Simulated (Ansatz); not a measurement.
Born–Oppenheimer molecular dynamics of AlH₄NO (7 atoms, charge 0, multiplicity 1). It starts from a relaxed structure.

Method: RKS PBE-D4/def2-SVP in Ansatz.

| Item | Value |
| --- | --- |
| ensemble | NVE (velocity Verlet) |
| time step | 1 fs |
| steps asked | 300 |
| starting velocities drawn for | 300 K |
| seed | 719838 |

Frames 1 fs apart, positions in Å, forces in eV/Å.

Velocities at 50.0 fs (Å/ps):

```
Al -2.15 -1.85 -1.39
N 3.02 2.45 3.79
H -14.07 6.47 3.77
H -12.14 -11.05 7.28
O 2.19 -0.37 -0.36
H 0.99 16.78 -9.98
H 6.14 9.17 -10.86
```

```xyz
7
Properties=species:S:1:pos:R:3:forces:R:3 time_fs=50.0 energy_less_start_eV=0.092 T=158
Al 0.053 -0.172 0.111 0.62 0.02 0.61
N -0.033 0.028 1.921 -0.16 -0.11 -1.25
H -0.938 0.253 2.329 -0.21 0.04 0.20
H 0.678 -0.009 2.645 0.25 0.00 0.03
O 1.628 -0.325 -0.599 -0.39 0.04 0.42
H 2.002 -0.805 -1.347 -0.17 0.03 -0.07
H -1.308 -0.123 -0.725 0.06 -0.01 0.06
7
Properties=species:S:1:pos:R:3:forces:R:3 time_fs=51.0 energy_less_start_eV=0.106 T=138
Al 0.051 -0.174 0.110 0.73 0.05 0.67
N -0.030 0.031 1.924 -1.03 0.05 -1.27
H -0.953 0.260 2.334 0.45 -0.12 -0.09
H 0.667 -0.021 2.652 0.46 -0.02 0.23
O 1.630 -0.325 -0.599 -0.48 0.07 0.51
H 2.002 -0.788 -1.358 -0.15 -0.01 -0.12
H -1.301 -0.114 -0.735 0.03 -0.02 0.07
7
Properties=species:S:1:pos:R:3:forces:R:3 time_fs=52.0 energy_less_start_eV=0.123 T=113
Al 0.049 -0.175 0.109 0.83 0.08 0.72
N -0.028 0.033 1.927 -1.49 0.15 -1.16
H -0.964 0.265 2.338 0.88 -0.23 -0.28
H 0.661 -0.032 2.662 0.46 -0.03 0.23
O 1.632 -0.325 -0.599 -0.53 0.07 0.55
H 2.000 -0.772 -1.369 -0.15 -0.01 -0.13
H -1.294 -0.105 -0.745 0.00 -0.02 0.07
7
Properties=species:S:1:pos:R:3:forces:R:3 time_fs=53.0 energy_less_start_eV=0.130 T=101
Al 0.048 -0.177 0.108 0.91 0.10 0.75
N -0.026 0.036 1.929 -1.42 0.15 -0.96
H -0.966 0.269 2.339 0.98 -0.26 -0.32
H 0.659 -0.043 2.674 0.28 -0.02 0.01
O 1.633 -0.326 -0.598 -0.54 0.03 0.52
H 1.998 -0.755 -1.382 -0.18 0.01 -0.08
H -1.288 -0.096 -0.754 -0.03 -0.02 0.07
7
Properties=species:S:1:pos:R:3:forces:R:3 time_fs=54.0 energy_less_start_eV=0.128 T=104
Al 0.046 -0.179 0.108 0.97 0.12 0.78
N -0.026 0.038 1.930 -0.91 0.04 -0.78
H -0.959 0.269 2.337 0.72 -0.19 -0.22
H 0.659 -0.055 2.686 0.01 0.01 -0.31
O 1.635 -0.326 -0.598 -0.51 -0.02 0.45
H 1.993 -0.738 -1.396 -0.22 0.06 0.01
H -1.281 -0.088 -0.763 -0.05 -0.03 0.08
7
Properties=species:S:1:pos:R:3:forces:R:3 time_fs=55.0 energy_less_start_eV=0.126 T=106
Al 0.046 -0.181 0.107 1.01 0.15 0.79
N -0.027 0.041 1.930 -0.17 -0.13 -0.75
H -0.945 0.268 2.333 0.17 -0.06 0.01
H 0.660 -0.067 2.695 -0.20 0.05 -0.59
O 1.635 -0.326 -0.597 -0.48 -0.06 0.38
H 1.986 -0.721 -1.409 -0.26 0.09 0.09
H -1.275 -0.080 -0.771 -0.07 -0.03 0.08
7
Properties=species:S:1:pos:R:3:forces:R:3 time_fs=56.0 energy_less_start_eV=0.131 T=99
Al 0.045 -0.182 0.107 1.02 0.18 0.78
N -0.027 0.044 1.930 0.56 -0.32 -0.91
H -0.930 0.267 2.329 -0.50 0.10 0.29
H 0.659 -0.078 2.698 -0.27 0.06 -0.71
O 1.636 -0.326 -0.595 -0.47 -0.08 0.34
H 1.977 -0.703 -1.421 -0.27 0.10 0.12
H -1.270 -0.072 -0.778 -0.08 -0.04 0.08
7
Properties=species:S:1:pos:R:3:forces:R:3 time_fs=57.0 energy_less_start_eV=0.135 T=95
Al 0.045 -0.184 0.108 1.01 0.20 0.77
N -0.027 0.046 1.929 0.92 -0.43 -1.16
H -0.919 0.266 2.328 -0.95 0.22 0.47
H 0.655 -0.088 2.695 -0.18 0.05 -0.63
O 1.636 -0.327 -0.594 -0.47 -0.08 0.36
H 1.966 -0.683 -1.433 -0.25 0.08 0.10
H -1.265 -0.064 -0.784 -0.08 -0.04 0.09
7
Properties=species:S:1:pos:R:3:forces:R:3 time_fs=58.0 energy_less_start_eV=0.124 T=111
Al 0.045 -0.185 0.108 0.96 0.23 0.74
N -0.027 0.048 1.928 0.66 -0.39 -1.35
H -0.917 0.268 2.331 -0.91 0.21 0.44
H 0.649 -0.098 2.686 0.06 0.01 -0.38
O 1.636 -0.327 -0.592 -0.47 -0.07 0.42
H 1.952 -0.663 -1.443 -0.21 0.05 0.03
H -1.261 -0.057 -0.789 -0.08 -0.05 0.10
7
Properties=species:S:1:pos:R:3:forces:R:3 time_fs=59.0 energy_less_start_eV=0.107 T=135
Al 0.046 -0.187 0.109 0.88 0.27 0.69
N -0.026 0.050 1.925 -0.11 -0.21 -1.40
H -0.925 0.271 2.339 -0.42 0.08 0.20
H 0.644 -0.108 2.672 0.35 -0.05 -0.04
O 1.636 -0.328 -0.590 -0.46 -0.05 0.46
H 1.936 -0.643 -1.453 -0.17 0.02 -0.04
H -1.258 -0.050 -0.794 -0.07 -0.06 0.11
7
Properties=species:S:1:pos:R:3:forces:R:3 time_fs=60.0 energy_less_start_eV=0.098 T=150
Al 0.047 -0.188 0.110 0.78 0.30 0.63
N -0.025 0.052 1.922 -0.94 -0.01 -1.28
H -0.936 0.276 2.349 0.22 -0.08 -0.10
H 0.643 -0.119 2.659 0.55 -0.10 0.23
O 1.635 -0.328 -0.588 -0.42 -0.06 0.46
H 1.918 -0.622 -1.464 -0.15 0.01 -0.06
H -1.256 -0.044 -0.797 -0.05 -0.07 0.12
7
Properties=species:S:1:pos:R:3:forces:R:3 time_fs=61.0 energy_less_start_eV=0.094 T=157
Al 0.048 -0.190 0.112 0.66 0.32 0.55
N -0.025 0.053 1.918 -1.41 0.12 -0.98
H -0.945 0.279 2.357 0.72 -0.20 -0.34
H 0.646 -0.130 2.648 0.55 -0.10 0.28
O 1.635 -0.328 -0.586 -0.35 -0.08 0.39
H 1.899 -0.601 -1.475 -0.14 0.02 -0.03
H -1.254 -0.038 -0.799 -0.03 -0.07 0.13
```

Of the whole run (300 fs, mean temperature of the second half 149 K): The conserved energy stayed within 0.37 meV per atom of its start (net change 0.12 meV per atom), so the integration is sound. Over the second half the temperature averaged 0.50 of the 300 K drawn at the start: a run that starts near a minimum puts about half its kinetic energy into the potential. A run of 0.3 ps of so small a system gives no equilibrium averages.

The run took 7.3 min on 1 thread of Arm Neoverse V1, on a shared host, peak memory 0.1 GiB.
